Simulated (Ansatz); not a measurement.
Basis-set extrapolation for `CC(O)(Cl)CF` (PBE0-D4/def2-TZVP geometry, frozen core, Ansatz 0.2.0). Multiplicity 1, RHF reference.

```csv
,def2-TZVPP,def2-QZVPP
HF,-751.032499,-751.058334
MP2 correlation,-1.193979,-1.290850
CCSD(T) correlation,-1.284488,not run
```

Energies in hartree. Use E(X) = E(∞) + A·exp(−7.88·√X) for Hartree–Fock and E(X) = E(∞) + B·X^(−2.97) for correlation, with X = 3 and 4, and add CCSD(T) minus MP2 of the smaller set to the MP2 limit.

**Question.** What is the CCSD(T) energy at the basis-set limit?

**Answer.** HF limit: -751.058334 + (-0.025835) × 0.13774 = -751.06189. MP2 limit: -1.290850 + (-0.096871) × 0.74074 = -1.36261. Higher-order term: -1.284488 − (-1.193979) = -0.09051. Total: -752.51501 hartree, 519.9 kJ/mol below CCSD(T)/def2-TZVPP.
